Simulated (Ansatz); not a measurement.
**Si: from supercell energies to defect levels (C interstitial)**

The calculation used DFT PBE, scalar-relativistic, plane waves, PAW in Ansatz. Run with 420 eV cutoff, 3×3×3 k-mesh, Gaussian smearing of 0.01 eV, collinear spin in charge +1 alone.

Host crystal, relaxed:

```xyz
2
Lattice="0.0000 2.7350 2.7350 2.7350 0.0000 2.7350 2.7350 2.7350 0.0000" Properties=species:S:1:pos:R:3 pbc="T T T"
Si    4.1026    4.1026    4.1026
Si    2.7350    2.7350    2.7350
```

The C interstitial was set at (0.000, 0.000, 0.000) of the host cell, in a supercell of 32 sites (655 Å³), relaxed at fixed cell in each charge q, from a start with the atoms near it displaced at random. In charges +1, 0 some atom moved by up to 1.7 Å, so the relaxed defect can differ in kind from the start: near the site, 4 Si at 2.37 Å, 6 Si at 2.73 Å became 1 Si at 1.77 Å, 2 Si at 1.85 Å (charge +1); 1 Si at 1.75 Å, 2 Si at 1.82 Å (charge 0). The host's Kohn–Sham gap is 0.61 eV and its static dielectric constant 13.0 (mean). For each charge: the supercell's free energy over the neutral one with q electrons exchanged at the valence band top, F(q) − F(0) + qE_v; the image-charge term; and the term that aligns the potential far from the defect with the host's.

```
 q F(q) − F(0) + qE_v (eV) image charge (eV) alignment (eV)
+1                   -0.301              0.184           0.081
 0                    0.000              0.000           0.000
```

Task: Add the terms and find the levels between neighbouring charges, ε(q/q′) = [A(q′) − A(q)]/(q − q′), with and without the two corrections.

Result: A(q): -0.036 eV for +1, 0.000 eV for 0.
```json
{"level": "(+1/0)", "corrected (eV over E_v)": "0.04", "uncorrected (eV)": "0.30"}
```

As a check, a point charge in a simple cubic cell of this volume has q²αe²/(2εL) = 0.181 q² eV (e² = 14.40 eV Å, α = 2.837, L = 8.68 Å); the shape of the real cell can change it somewhat. The term grows as q², so it pushes donor levels down and acceptor levels up.

Task: Which of these charges is lowest with the Fermi level at the valence band top, at mid-gap and at the conduction band bottom?

Result: The line A(q) + qE_F that lies lowest gives the charge: +1 at E_F = 0.00 eV, 0 at E_F = 0.30 eV, 0 at E_F = 0.61 eV. In charge 0 the cell has partly filled levels, from a carrier spread over the host's bands, a defect level that the small cell broadens into a band, or a degenerate defect level, so the levels beside it are doubtful. Charges beyond those computed could lie lower near the band edges.

Task: The neutral defect forms at 3.52 eV with atoms taken from and returned to the elements. What are the formation energies at those three Fermi levels, and what share of sites would hold the defect at 1200 K with E_F at mid-gap, if the host still stood at that temperature?

Result: E_f = E_f(0) + A(q) + qE_F = 3.48, 3.52, 3.52 eV. In the dilute limit the share is exp(−E_f/k_BT) = exp(−3.520/0.1034) = 1.7×10⁻¹⁵, leaving out degeneracy and vibrational entropy. This is the C-rich limit; a poorer supply of C, or a competing compound of it, raises E_f. The small cell and the narrow Kohn–Sham gap leave errors of tenths of an eV or more, which change the share by orders of magnitude.

Cost: 3 runs of about 29 core-minutes in all, on Intel Xeon 6975P-C (Granite Rapids) (shared hosts).